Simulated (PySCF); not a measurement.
A geometry optimisation, step by step.

Beryllium dihydride, BeH2.
Atom-mapped SMILES: `[BeH2:1]` (hydrogens: H2, H3 on Be1)

Method: PBE0-D3(BJ)/def2-SVP geometry optimisation, gas phase (PySCF 2.14.0); density fitting, grid level 1; the optimiser is geomeTRIC in internal coordinates, started from a GFN2-xTB structure with every atom displaced at random (about 0.03 Å). The frame can shift and turn from step to step; on so coarse a grid that alone can change the energy by a few meV, and forces under 0.02 eV/Å are noise.

Step 0: E = -431.1270 eV, largest atomic force 4.370 eV/Å
```
atom  x, y, z in Å  |  force x, y, z in eV/Å
Be1     0.069   -0.080    0.004   -4.369   0.044  -0.037
H2     -1.288   -0.014   -0.029    0.274  -0.144   0.060
H3      1.226   -0.008   -0.020    4.095   0.100  -0.023
```

Step 1: E = -431.4513 eV, largest atomic force 0.494 eV/Å
```
atom  x, y, z in Å  |  force x, y, z in eV/Å
Be1     0.012   -0.065   -0.002   -0.468   0.146  -0.062
H2     -1.328   -0.023   -0.025    0.016  -0.081   0.033
H3      1.322   -0.015   -0.017    0.452  -0.065   0.029
```

Step 2: E = -431.4597 eV, largest atomic force 0.160 eV/Å
```
atom  x, y, z in Å  |  force x, y, z in eV/Å
Be1     0.005   -0.052   -0.007   -0.125   0.092  -0.038
H2     -1.334   -0.029   -0.023   -0.003  -0.047   0.019
H3      1.335   -0.021   -0.014    0.128  -0.045   0.019
```

Step 3: E = -431.4615 eV, largest atomic force 0.047 eV/Å
```
atom  x, y, z in Å  |  force x, y, z in eV/Å
Be1     0.002   -0.041   -0.012    0.029   0.035  -0.014
H2     -1.337   -0.034   -0.021   -0.002  -0.017   0.007
H3      1.342   -0.028   -0.012   -0.028  -0.017   0.007
```

Step 4: E = -431.4617 eV, largest atomic force 0.034 eV/Å
```
atom  x, y, z in Å  |  force x, y, z in eV/Å
Be1     0.002   -0.037   -0.014    0.030   0.015  -0.006
H2     -1.338   -0.036   -0.020   -0.001  -0.007   0.003
H3      1.343   -0.030   -0.011   -0.030  -0.007   0.003
```

Step 5: E = -431.4617 eV, largest atomic force under 0.02 eV/Å
```
atom  x, y, z in Å  |  force x, y, z in eV/Å
Be1     0.002   -0.034   -0.015    0.009   0.000   0.000
H2     -1.337   -0.037   -0.020    0.000   0.000   0.000
H3      1.342   -0.031   -0.010   -0.009   0.000   0.000
```

Question: Summarise the path.

Answer: The energy falls by 7.72 kcal/mol from step 0 to step 5; nine tenths of that is first reached at step 1. It falls at every step. The largest force goes from 4.370 to under 0.02 eV/Å. Among the bonds Be1–H3 changes most, from 1.160 to 1.340 Å; the atoms move by 0.089 Å rms after alignment.

Question: Follow the energy, the force and the coordinates that change most from start to end.

Answer: 
```json
{"step": "0", "E above end (kcal/mol)": "7.72", "largest force (eV/Å)": "4.370", "Be1–H3 (Å)": "1.160", "Be1–H2 (Å)": "1.359", "H2–Be1–H3 (°)": "173.2"}
{"step": "1", "E above end (kcal/mol)": "0.24", "largest force (eV/Å)": "0.494", "Be1–H3 (Å)": "1.312", "Be1–H2 (Å)": "1.340", "H2–Be1–H3 (°)": "175.7"}
{"step": "2", "E above end (kcal/mol)": "0.05", "largest force (eV/Å)": "0.160", "Be1–H3 (Å)": "1.331", "Be1–H2 (Å)": "1.339", "H2–Be1–H3 (°)": "177.5"}
{"step": "3", "E above end (kcal/mol)": "0.01", "largest force (eV/Å)": "0.047", "Be1–H3 (Å)": "1.341", "Be1–H2 (Å)": "1.339", "H2–Be1–H3 (°)": "179.1"}
{"step": "4", "E above end (kcal/mol)": "0.00", "largest force (eV/Å)": "0.034", "Be1–H3 (Å)": "1.341", "Be1–H2 (Å)": "1.339", "H2–Be1–H3 (°)": "179.6"}
{"step": "5", "E above end (kcal/mol)": "0.00", "largest force (eV/Å)": "under 0.02", "Be1–H3 (Å)": "1.340", "Be1–H2 (Å)": "1.339", "H2–Be1–H3 (°)": "180.0"}
```

What follows is the cost of the whole optimisation. Time: 0.7 s of wall time; peak memory 0.21 GiB. Hardware: one thread, Arm Neoverse V2 (aarch64), no GPU, shared host with 96 logical CPUs at a one-minute load of 39.
